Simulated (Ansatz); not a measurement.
Energy needed to pull apart CH₅BSi (SMILES B=[SiH]C), closed shell, into free ground-state atoms, from the structure below (displaced at random from a GFN2-xTB minimum); no zero-point or spin–orbit terms; open-shell atoms are treated unrestricted, in their ground-state multiplicity.

B1  (-1.779, 0.647, -0.978)
Si2  (0.007, 0.685, -0.477)
C3  (0.805, -0.641, 0.706)
H4  (-2.888, 0.462, -1.507)
H5  (1.066, 1.677, -0.694)
H6  (0.947, -0.316, 1.784)
H7  (1.706, -1.058, 0.437)
H8  (-0.021, -1.432, 0.870)
(Å)

Computed with Ansatz 0.2.0 (basis: def2-TZVPP); correlated methods freeze the cores.

```tsv
method	atomization energy (eV)
PBE-D4	26.74
r2SCAN-D4	26.53
PBE0-D4	26.41
BHLYP-D4	25.87
wB97X-V	?
wB97M-V	26.40
HF	?
MP2	25.70
CCSD	25.34
CCSD(T)	25.70
```

Question: What does HF give? (To be estimated.)

Answer: By the calculation: 19.67 eV, which is about 6.03 eV less than CCSD(T)/def2-TZVPP.

Question: What does wB97X-V give? (To be estimated.)

Answer: By the calculation: 26.39 eV, which is about 0.69 eV more than CCSD(T)/def2-TZVPP.

In triple zeta the MP2 and coupled-cluster atomization energies are still short of their basis limit by a few kcal/mol a bond, whereas those of the functionals are nearly converged, so these differences are not deviations from converged CCSD(T).

The T1 diagnostic stays at or below 0.017. The restricted Hartree–Fock reference is unstable towards an unrestricted one here.

For scale, one of the runs: CCSD(T)/def2-TZVPP forces, 174 basis functions (an equivalent command: `ansatz run in.yaml --threads 4`). The run took 100 s on 4 CPU threads (shared host), with 2.9 GiB of host memory at its peak.
